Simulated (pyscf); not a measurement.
Structures and frequencies: ωB97X-D3(BJ)/def2-SVP in PySCF.

Problem. F–SiH₃ + :HC–F [singlet] → difluorocarbene (F–C:–F) [singlet] + silane (SiH₄)
Surface: singlet. Broken: F–Si, C–H. Formed: C–F, H–Si. Give ΔE‡ and ΔE from ωB97X-D3(BJ)/def2-TZVP, relative to the separated reactants.

Solution. ΔE‡ = 168.4 kJ/mol, ΔE = +35.9 kJ/mol. CCSD(T)/def2-TZVPP + ΔMP2(QZVPP) gives 182.6 kJ/mol and +48.3 kJ/mol. Zero-point energy shifts the barrier by +5.5 kJ/mol. It is a four-centre exchange, with an imaginary mode of 395i cm⁻¹. One saddle was located; it need not be the lowest between these sides. A restricted singlet here is unstable towards spin polarisation, as is usual where a triplet lies low; its energy is less safe. The CCSD(T) − MP2 part came from Ansatz, without density fitting, on the same reference.
